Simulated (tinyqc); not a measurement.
Ways to converge the cycle: SCF convergence aids in the sto-3g basis, for LiH+, spin multiplicity 2. Computed by the program tinyqc with PySCF. 

Geometry (angstrom):

| atom | x | y | z |
|---|---|---|---|
| Li | 0.0000 | 0.0000 | 0.0000 |
| H | 0.0000 | 0.0000 | 1.7440 |

lowest solution found by these runs and by PySCF with stability checks = -7.619564 hartree

UHF with one setting changed at a time; a run stops when the energy changes by less than 1e-09 hartree and the error matrix is below 1e-5. The start is the core Hamiltonian. Damping d keeps d of the old density; a shift (hartree) raises the virtual levels; DIIS n extrapolates F over n matrices.

Largest element of the error matrix X^T (FDS - SDF) X:

| iteration | plain | damping 0.3 | damping 0.6 | shift 0.4 | DIIS 3 | DIIS 8 |
|---|---|---|---|---|---|---|
| 1 | 1.2e-01 | 1.2e-01 | 1.2e-01 | 1.2e-01 | 1.2e-01 | 1.2e-01 |
| 2 | 2.9e-02 | 4.5e-02 | 7.6e-02 | 4.4e-02 | 2.9e-02 | 2.9e-02 |
| 3 | 1.1e-02 | 2.4e-02 | 4.9e-02 | 2.5e-02 | 7.4e-03 | 7.4e-03 |
| 4 | 4.3e-03 | 1.3e-02 | 3.3e-02 | 1.5e-02 | 1.8e-04 | 1.8e-04 |
| 5 | 1.7e-03 | 7.6e-03 | 2.4e-02 | 9.1e-03 | 4.1e-05 | 2.5e-05 |
| 6 | 6.7e-04 | 4.4e-03 | 1.8e-02 | 5.5e-03 | 2.9e-06 | 1.5e-06 |
| 8 | 1.0e-04 | 1.5e-03 | 1.0e-02 | 2.0e-03 | - | - |
| 10 | 1.5e-05 | 4.9e-04 | 5.6e-03 | 7.2e-04 | - | - |
| 14 | - | 5.3e-05 | 1.9e-03 | 9.4e-05 | - | - |
| 20 | - | - | 3.6e-04 | - | - | - |
| 30 | - | - | 2.2e-05 | - | - | - |

How each run ends:

| run | iterations | E (hartree) | state |
|---|---|---|---|
| plain | 11 | -7.61956 | lowest found |
| damping 0.3 | 19 | -7.61956 | lowest found |
| damping 0.6 | 37 | -7.61956 | lowest found |
| shift 0.4 | 19 | -7.61956 | lowest found |
| DIIS 3 | 7 | -7.61956 | lowest found |
| DIIS 8 | 7 | -7.61956 | lowest found |

6 of 6 runs reach the lowest solution found, in 7 to 37 iterations (fastest: DIIS 3, DIIS 8). Plain steps already contract here, so damping only slows them. DIIS 3 and DIIS 8 gain by cancelling the error over several earlier matrices, much as a quasi-Newton step does.
